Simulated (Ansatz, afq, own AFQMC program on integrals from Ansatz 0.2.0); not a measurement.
## Pd, singlet in def2-SVP, levels against CCSDTQ

A free Pd atom.

Basis def2-SVP with its core potentials. Noble-gas cores (and the filled d shells of Ga–Kr and In–Xe) are frozen. Integrals, coupled cluster, full CI and functionals: Ansatz 0.2.0; the random walks run on the same integrals in our own AFQMC program. ph-AFQMC/CISD is guided by a CISD state made of CCSD amplitudes; releasing the constraint for a short imaginary time cuts its bias at the price of noise, slowly where states lie close. Error bars are statistical, one sigma. No spin–orbit coupling. The metal's outer-core s and p shells are frozen, which shifts wave-function levels against functionals.

Determinant: RHF, the one that the program's search chose, which needn't be the lowest solution.

No full CI on the walks' own integrals is used here; CCSDTQ serves as the reference and is uncertain by about the last step of the cluster series.

Cautions: no spin-orbit coupling; outer-core shells of the metal frozen; the released energies have errors that jump between times, so the bars are unsure, so no released level is given (meV from the phaseless value at times in 1/Eh: -26 ± 3 at 0.60, -34 ± 4 at 1.20, 47 ± 62 at 2.00, -14 ± 8 at 3.00, 5 ± 13 at 4.20).

- T1 diagnostic: 0.0064
- weight of the determinant in the CISD state: 0.942
- size of the correlated space: 10 electrons in 27 orbitals

Reference: CCSDTQ, correlation energy -5.988 eV.

| level | E − E(reference) (kJ/mol) | share of correlation (%) |
| --- | --- | --- |
| HF | 577.7 | 0.00 |
| MP2 | -7.8 | 101.35 |
| CCSD | 20.7 | 96.42 |
| CCSD(T) | -1.6 | 100.27 |
| CCSDT | -0.1 | 100.02 |
| CCSDT(Q) | 1.0 | 99.83 |
| ph-AFQMC/HF | -28.5 ± 2.5 | 104.93 |
| ph-AFQMC/CISD | -1.0 ± 0.2 | 100.17 |

CCSDT and higher add their correlation energy to the determinant of the CCSD(T) run, since their own runs factorise the integrals more tightly (a shift of under 2 meV). A walk keeps the symmetry of its determinant, which the program's search chose and which needn't be the lowest solution, so a lower state of the same spin and another symmetry isn't excluded.
